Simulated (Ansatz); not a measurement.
Compare A (`CN(C)C=S`) with its isomer B (`CNCC=S`).

Program: Ansatz. Geometries: PBE0-D4/def2-TZVP. ΔE: electronic, gas phase. CCSD(T)/CBS adds triple-zeta CCSD(T) − MP2 to the extrapolated MP2 energy (def2 sets, frozen cores). Functionals use def2-TZVPP. B3LYP here is the variant with VWN-RPA as its local correlation; programs differ in this. One conformer a species, not always the lowest.

(1) Which is lower in electronic energy at CCSD(T)/CBS, and by how much? (An estimate is asked.)

(2) Give E(B) − E(A) in kJ/mol with B3LYP-D4, B2PLYP, r2SCAN-D4, CCSD(T)/def2-TZVPP, ωB97M-V, HF/def2-TZVPP, MP2/def2-TZVPP. (An estimate is asked.)

Largest T1 diagnostic: 0.015.

Results:

(1) Computed: A, by 69.0 kJ/mol.

(2) The calculation gave: B3LYP-D4 82.5, B2PLYP 78.7, r2SCAN-D4 88.9, CCSD(T)/def2-TZVPP 68.7, ωB97M-V 72.6, HF/def2-TZVPP 65.1, MP2/def2-TZVPP 76.6. None reverses the order clearly.

From PBE to PBE0 (25 % exact exchange), in def2-TZVPP and without D4, E(B) − E(A) moves by −4.4 kJ/mol. In def2-TZVPP, CCSD(T) changes the Hartree–Fock value by +3.7 kJ/mol (the triples alone add +3.4 kJ/mol) and MP2 by +11.5 kJ/mol.
